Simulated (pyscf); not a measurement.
Elementary routes open to H₂N–SiH(Cl)–Cl (SMILES N[SiH](Cl)Cl) + H• (SMILES [H]) in the gas phase (doublet surface):
A. •HN–SiH(Cl)–Cl (SMILES [NH][SiH](Cl)Cl) + H₂ (SMILES [H][H]) (H–N broken; H–H formed)
B. H₂N–Si•(Cl)–Cl (SMILES N[Si](Cl)Cl) + H₂ (SMILES [H][H]) (H–Si broken; H–H formed)

Optimised with ωB97X-D3(BJ)/def2-SVP in PySCF.

Problem. Rank the routes by free-energy barrier at 900 K, lowest first, for ωB97M-D3(BJ)/def2-TZVP energies (ideal gas, 1 atm, RRHO with modes under 100 cm⁻¹ raised to 100, one conformer, R ln 2 for rigid chiral ones).

Solution. B (87.1 kJ/mol), A (158.7 kJ/mol)

Route B is the fastest of these, ahead of the next by 71.5 kJ/mol. The most stable products are those of B (ΔG = -61.9 kJ/mol), so kinetics and thermodynamics agree. At 298 K B is still the fastest. Only these routes are compared; each barrier is that of the saddle found, and lower ones may exist.
